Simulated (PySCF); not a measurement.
Molecule: C4H3S (charge 0, doublet). It need not be the lowest isomer of its formula. SMILES: c1[c]scc1
Geometry: optimised at B3LYP-D3(BJ)/def2-TZVP (Ansatz).

Dispersion corrections to the total energy (kcal/mol) from the dftd3 and dftd4 libraries through PySCF: D3(BJ) without and D4 with the three-body term, each with the damping fitted for the functional named.

```
functional  D3(BJ)      D4
----------  ------  ------
TPSS             …   -6.74
BLYP        -10.79  -11.32
LC-wPBE      -4.64   -5.54
PBE0         -4.22   -4.12
HF               …  -19.32
r2SCAN       -1.27   -1.13
PW6B95       -2.51       …
```

Task: What belongs in the gaps?

Result: 
- TPSS, D3(BJ): -6.19
- HF, D3(BJ): -44.15
- PW6B95, D4: -4.55
